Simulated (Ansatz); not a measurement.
```xyz
10

N     0.516    0.548   -1.313
C    -0.480   -0.146   -0.505
Si    0.166   -0.393    1.247
H     0.697    1.474   -0.946
H     0.200    0.663   -2.268
H    -0.645   -1.142   -0.929
H    -1.468    0.339   -0.466
H     0.564    0.925    1.817
H     1.349   -1.291    1.257
H    -0.901   -0.976    2.106
```

The species carries charge 0 and has multiplicity 1.

List the ωB97M-V/def2-TZVPP orbital energies in eV (Ansatz). (An estimate is asked.)

The calculation gave: Occupied: -1806.61, -394.26, -281.85, -147.71, -101.83, -101.82, -101.81, -27.38, -21.29, -17.42, -16.04, -15.22, -13.84, -11.80, -11.71, -11.23, -9.36. Lowest empty: 2.10, 2.72, 3.22, 3.34, 3.76, 4.22, 4.48, 5.09.
